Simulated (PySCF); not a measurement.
Species: cyclopropylamine, C₃H₇N.
Atom-mapped SMILES: `[NH2:1][CH:2]1[CH2:3][CH2:4]1` (hydrogens: H5, H6 on N1; H7 on C2; H8, H9 on C3; H10, H11 on C4)

An MMFF94s structure was refined with PBE0-D3(BJ)/def2-SVP geometry optimisation, gas phase (PySCF 2.14.0). Its MMFF94s values:

```json
{"coordinate": "N1–C2", "MMFF94s": "1.536 Å"}
{"coordinate": "N1–H5", "MMFF94s": "0.952 Å"}
{"coordinate": "C2–C3", "MMFF94s": "1.528 Å"}
{"coordinate": "C2–C4", "MMFF94s": "1.428 Å"}
{"coordinate": "C2–H7", "MMFF94s": "1.087 Å"}
{"coordinate": "C3–C4", "MMFF94s": "1.548 Å"}
{"coordinate": "C3–H8", "MMFF94s": "1.010 Å"}
{"coordinate": "C3–H9", "MMFF94s": "1.167 Å"}
{"coordinate": "N1–C2–C4", "MMFF94s": "114.6°"}
{"coordinate": "C2–C3–C4", "MMFF94s": "55.3°"}
{"coordinate": "C2–C3–H8", "MMFF94s": "115.5°"}
{"coordinate": "C2–C3–H9", "MMFF94s": "114.6°"}
{"coordinate": "C3–C2–C4", "MMFF94s": "63.0°"}
{"coordinate": "C4–C3–H8", "MMFF94s": "123.6°"}
{"coordinate": "H5–N1–H6", "MMFF94s": "115.5°"}
{"coordinate": "H8–C3–H9", "MMFF94s": "116.1°"}
{"coordinate": "N1–C2–C3–C4", "MMFF94s": "-104°"}
{"coordinate": "N1–C2–C4–C3", "MMFF94s": "114°"}
```

Task: How do these coordinates change at the PBE0-D3(BJ)/def2-SVP level?

Result: 
```csv
coordinate,PBE0-D3(BJ)/def2-SVP (Å or °),change
N1–C2,1.431,-0.105
C3–H8,1.093,+0.083
C2–C4,1.508,+0.080
C3–H9,1.095,-0.072
N1–H5,1.017,+0.065
C3–C4,1.507,-0.041
C2–C3,1.491,-0.037
C2–H7,1.097,+0.010
N1–C2–C4,123.6,+9.0
H5–N1–H6,106.6,-8.9
C2–C3–C4,60.4,+5.1
C4–C3–H8,119.0,-4.6
C2–C3–H8,119.1,+3.6
C3–C2–C4,60.3,-2.7
C2–C3–H9,117.3,+2.7
H8–C3–H9,113.6,-2.5
N1–C2–C3–C4,-114,-10
N1–C2–C4–C3,108,-6
```

The energy falls by 22.6 kcal/mol over 11 energy and gradient evaluations, the largest force component goes from 0.0980 to 3.3e-04 Eh/bohr, and the atoms move by 0.109 Å rms after alignment. The bond that changes most is N1–C2 (primary amine nitrogen to sp3 carbon bound to nitrogen), which shortens by 0.105 Å. Bonds longer at the end by more than 0.005 Å: 6 of 11; shorter: 5. Among the dihedrals that turn most is H6–N1–C2–H7, from -56° to -75°. Rotational constants go from 15971, 6487, 5733 to 16334, 6640, 5804 MHz.

The run used 91 basis functions and 68 SCF cycles in all. Time: 25 s; peak memory 0.38 GiB. Hardware: an Arm Neoverse V1 with one thread, shared host.

Whether it is a minimum is left open (no frequencies). One conformer, not necessarily the lowest.
